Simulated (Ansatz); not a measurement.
Geometry optimisation, Ansatz, RHF/def2-SVP.

Input:

```yaml
crystal:
  periodic: [false, false, false]
  atoms:
    - { symbol: Si, position_ang: [0.0, 0.0, 0.0] }
    - { symbol: "N", position_ang: [0.0, 0.0, 1.82] }
    - { symbol: H, position_ang: [-0.877, -0.2713, 2.35] }
    - { symbol: H, position_ang: [0.877, 0.2713, 2.35] }
    - { symbol: H, position_ang: [1.3768, 0.0, -0.4862] }
    - { symbol: H, position_ang: [-0.6877, 1.1914, -0.4862] }
    - { symbol: "N", position_ang: [-0.8572, -1.4851, -0.6061] }
    - { symbol: H, position_ang: [-1.3922, -2.1014, 0.0704] }
    - { symbol: H, position_ang: [-0.8219, -1.7344, -1.6357] }
basis:
  gaussian: { orbitals: def2-SVP }
hamiltonian:
  xc: hf
relax:
  f_tol: 0.02
  max_steps: 40
```

Command:

```bash
$ ansatz run input.yaml --threads 1 --pin off --max-ram 2048MiB --backend cpu --events-out ev --progress --plain --runs-dir out
```

Task: Where does it end, and by what steps?

Result: The forces met the threshold. After 10 steps the energy has fallen by 0.869 eV; H8 moved furthest, 0.75 Å.

```csv
step,energy less start (eV),largest force component (eV/Å),accepted
0,0.0000,2.671,yes
1,-0.6347,1.302,yes
2,-0.7540,0.305,yes
3,-0.7877,0.235,yes
4,-0.8276,0.437,yes
5,-0.8162,0.907,no
6,-0.8511,0.230,yes
7,-0.8626,0.357,yes
8,-0.8689,0.021,yes
9,-0.8691,0.031,yes
10,-0.8693,0.014,yes
```

```xyz
9
Properties=species:S:1:pos:R:3
Si 0.006 -0.086 0.049
N -0.037 -0.069 1.767
H -0.897 -0.080 2.280
H 0.720 0.297 2.310
H 1.455 -0.091 -0.283
H -0.591 1.089 -0.639
N -0.913 -1.424 -0.514
H -0.745 -2.358 -0.196
H -1.381 -1.407 -1.398
```

Whether the end is a true minimum wasn't checked by a vibrational analysis.

Run time: 9.1 s on 1 thread of Intel(R) Xeon(R) Platinum 8488C (Sapphire Rapids), with other jobs on the host, peak memory 0.15 GiB.
